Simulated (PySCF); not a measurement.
Structure with atom numbers: `[CH:1]#[C:2][C:3]1=[CH:4][C@@H:5]1[F:6]`. Hydrogens are named by the atom that carries them.

Geometry: PBE0-D3(BJ)/def2-SVP; GIAO absolute shieldings from PySCF, gas phase, non-relativistic, averaged over equivalent atoms.

At PBE0/pcSseg-1 (117 basis functions, 7 s wall time on 1 thread of an Arm Neoverse V1, shared host):
| atoms | σ (ppm) |
| --- | --- |
| C4 | 53.9 |
| C3 | 58.0 |
| C1 | 77.1 |
| C2 | 111.0 |
| C5 | 117.8 |
| F6 | 341.3 |
| H(C4) | 23.65 |
| H(C5) | 26.39 |
| H(C1) | 27.04 |

**Question.** Predict the values at B3LYP/pcSseg-2 on the same geometry.

**Answer.** 
| atoms | σ at B3LYP/pcSseg-2 | change |
| --- | --- | --- |
| C4 | 47.4 | -6.5 |
| C3 | 48.5 | -9.5 |
| C1 | 73.7 | -3.4 |
| C2 | 104.9 | -6.1 |
| C5 | 109.6 | -8.2 |
| F6 | 337.8 | -3.5 |
| H(C4) | 23.86 | +0.21 |
| H(C5) | 26.42 | +0.03 |
| H(C1) | 27.38 | +0.34 |

The largest change is at C3 (fully substituted alkene carbon). Cost: 258 basis functions, 24 s wall time on 1 thread of an Arm Neoverse V1, shared host. The order of the carbon signals is the same at both levels.
